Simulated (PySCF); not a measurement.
# C5H5F: the cost of one run

Programs: PySCF 2.14.0, with density-fitted response routines of our own. Each step states its level of theory. These are calculated values for one molecule in the gas phase, unless marked as measured. Atoms are numbered from 0 throughout.

### Step 1. Starting geometry

11 atoms, charge 0, multiplicity 1; geometry from: GFN2-xTB. The atoms were then displaced at random by about 0.01 Å, so the start is not that level's minimum.

Bonds of the start (Å): F0–C1 1.37, C1–C2 1.35, C2–C3 1.44, C3–C4 1.48, C4–C5 1.34, C5–C1 1.45, C2–H6 1.08, C3–H7 1.10, C3–H8 1.08, C4–H9 1.07, C5–H10 1.07.

### Step 2. Relaxing the molecule at PBE0-D3(BJ)/def2-SVP

What the job is given:

```
{"job": {"xc": "PBE0", "basis": "def2-SVP", "d3": "d3bj", "grid": 1, "shake": 0.01, "kind": "geom"}, "charge": 0, "multiplicity": 1}
F      2.558590     0.105280     0.519210
C      1.220640     0.051060     0.244740
C      0.498550    -1.066130     0.042580
C     -0.862310    -0.666280    -0.218290
C     -0.858160     0.815970    -0.146180
C      0.387080     1.235530     0.132350
H      0.880140    -2.078340     0.074190
H     -1.565240    -1.085580     0.517990
H     -1.236670    -1.004820    -1.175460
H     -1.726140     1.435330    -0.270630
H      0.741650     2.232140     0.263850
```

Started as:

```sh
$ OMP_NUM_THREADS=1 python probes_run.py task.json out
```

The driver reads the jobs from task.json and runs them one after another.

Q: Estimate the wall time and peak memory of this first job on 1 thread of Arm Neoverse N1, shared host.

About 50 s, with a peak of 0.45 GiB.
